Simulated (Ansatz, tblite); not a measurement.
Cost and result up the ladder for (H3Si)2S (Si2H6S) (9 atoms). Total charge 0; singlet. Geometry: PBE-D4/def2-TZVP.

```xyz
9

Si   -1.437   -0.697    0.277
H    -1.636    0.286    1.386
H    -0.666   -1.865    0.803
H    -2.759   -1.151   -0.244
S    -0.421    0.211   -1.387
Si    1.408    0.712   -0.371
H     2.085   -0.516    0.150
H     1.150    1.640    0.772
H     2.275    1.380   -1.385
```

Ansatz on 2 threads of Arm Neoverse V2 on a shared host; xTB runs through tblite on one thread. Times are rough, summed over both states, and most runs start from the orbitals of an earlier one. PBE0-D4/def2-TZVP serves as the yardstick here, not as an exact answer. The other state is a doublet.

The xTB rows come from tblite.

Raw xTB energies of ions are shifted by several eV.

| level | functions | vertical IE (eV) | difference from PBE0-D4/def2-TZVP (eV) |
| --- | --- | --- | --- |
| GFN2-xTB | 33 | 13.45 | 3.89 |
| r2SCAN-D4/def2-TZVP | 147 | 9.49 | -0.07 |
| GFN1-xTB | 39 | 14.76 | 5.19 |
| PBE0-D4/def2-TZVP | 147 | 9.56 | 0.00 |
| PBE-D4/def2-TZVP | 147 | 9.39 | -0.17 |

Q: Estimate how long each takes.

A: GFN2-xTB 0.007 s; GFN1-xTB 0.011 s; PBE-D4/def2-TZVP 4 s; PBE0-D4/def2-TZVP 5.2 s; r2SCAN-D4/def2-TZVP 9.2 s. On shared hardware such times vary by a factor of up to 3.
